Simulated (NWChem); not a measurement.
**Polarisability of silicon monoxide (OSi)**

```xyz
2

Si     0.0000     0.0000     0.5539
O      0.0000     0.0000    -0.9694
```
Charge 0, spin multiplicity 1.

Everything below was run with NWChem. All single points use one geometry, from PBE0/def2-SVP, a minimum by its harmonic frequencies.

Basis set: def2-SVPD. Static limit.

The correlated methods keep 6 core orbitals frozen. B3LYP has NWChem's definition, with VWN1-RPA local correlation. Coupled-cluster values serve here as a point of comparison, not as the truth.

```tsv
method	isotropic polarisability (bohr³)
PBE	30.27
LDA (SVWN5)	…
CCSD linear response	29.73
B3LYP	29.39
HF	…
```

Question: Complete the blanks.

Answer: 
- LDA (SVWN5), isotropic polarisability (bohr³): 30.07
- HF, isotropic polarisability (bohr³): 27.65
